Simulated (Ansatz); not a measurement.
Two structures of CH6AlF, singlet, reached by relaxing down either side of one saddle point (PBE0-D4/def2-TZVP). Energies are electronic, without zero-point energy. Computed with Ansatz 0.2.0 (basis: def2-TZVPP and def2-QZVPP); correlated methods freeze the cores. Extrapolation: Hartree–Fock as exp(−7.88 √X), correlation as X^−2.97. First:

Al1  (-0.472, -0.917, 0.181)
C2  (-0.358, 1.046, -0.006)
H3  (-1.041, -1.767, -1.037)
H4  (-0.442, -1.546, 1.641)
H5  (1.813, -0.150, -0.392)
F6  (1.609, -1.051, -0.274)
H7  (0.315, 1.522, 0.717)
H8  (-1.346, 1.482, 0.183)
H9  (-0.078, 1.380, -1.012)
(Å)

Second:

Al1  (-0.109, -1.497, 0.219)
C2  (0.046, 1.245, -0.185)
H3  (-0.925, -1.628, -1.124)
H4  (-0.740, -1.440, 1.664)
H5  (0.943, 0.628, -0.300)
F6  (1.532, -1.715, 0.130)
H7  (0.359, 2.189, 0.259)
H8  (-0.694, 0.808, 0.497)
H9  (-0.411, 1.411, -1.158)
(Å)

Which bonds change from the first to the second?

CH₅Al ([CH3][AlH2]) + HF → AlH₂F ([F][AlH2]) + CH₄; bonds formed: C2–H5; dative contacts that become bonds: Al1–F6; bonds broken: Al1–C2, H5–F6.

Give the saddle point's structure and its height above each. (To be estimated.)

By the calculation: 0.184 eV above the first and 1.967 eV above the second (CCSD(T) at an estimated basis limit (MP2 extrapolated from triple and quadruple zeta, plus CCSD(T) − MP2 in triple zeta)).
```
9
angstrom
Al -0.3657 -1.0516 0.0836
C -0.1642 0.9904 -0.0785
H -0.8194 -1.7823 -1.2445
H -0.7512 -1.5738 1.5270
H 1.1770 0.0598 -0.0165
F 1.5889 -0.8883 0.0377
H 0.7443 1.6145 -0.0305
H -0.7752 1.3660 0.7476
H -0.6344 1.2653 -1.0260
```

The T1 diagnostic stays at or below 0.011.

Labels in which every atom is bracketed show which atoms are joined, not bond orders.

For scale, one of the runs: CCSD(T)/def2-TZVPP, 188 basis functions (an equivalent command: `ansatz run in.yaml --threads 2`). The run took 100 s on 2 CPU threads (shared host), with 2 GiB of host memory at its peak.
